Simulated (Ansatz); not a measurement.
Two isomers of C3H5N: A = `C1=NCC1`, B = `CC1=NC1`.

Program: Ansatz. Geometries: PBE0-D4/def2-TZVP. ΔE: electronic, gas phase. CBS: MP2 limit from def2 TZ/QZ plus the TZ coupled-cluster correction, frozen cores. Functionals use def2-TZVPP. B3LYP here is the variant with VWN-RPA as its local correlation; programs differ in this.

Which is lower in electronic energy at CCSD(T)/CBS, and by how much? (Best estimate.)

Computed: A, by 26.9 kJ/mol.

Give E(B) − E(A) in kJ/mol with ωB97M-V, B2PLYP, MP2/def2-TZVPP, r2SCAN-D4, B3LYP, BLYP-D4, CCSD(T)/def2-TZVPP. (Best estimate.)

Ansatz gave: ωB97M-V 25.2, B2PLYP 19.2, MP2/def2-TZVPP 19.7, r2SCAN-D4 16.6, B3LYP 17.9, BLYP-D4 15.3, CCSD(T)/def2-TZVPP 26.5. None reverses the order clearly.

Does the order hold for the free energy at 298.15 K (harmonic terms from PBE0-D4)? (Estimate.)

Ansatz gave: Yes: G(B) − G(A) = +20.0 kJ/mol.

Largest T1 diagnostic: 0.011.

From PBE to PBE0 (25 % exact exchange), in def2-TZVPP and without D4, E(B) − E(A) moves by +5.0 kJ/mol. At CCSD(T), def2-SVP lies −6.0 kJ/mol from the extrapolated value and def2-TZVPP −0.4 kJ/mol.
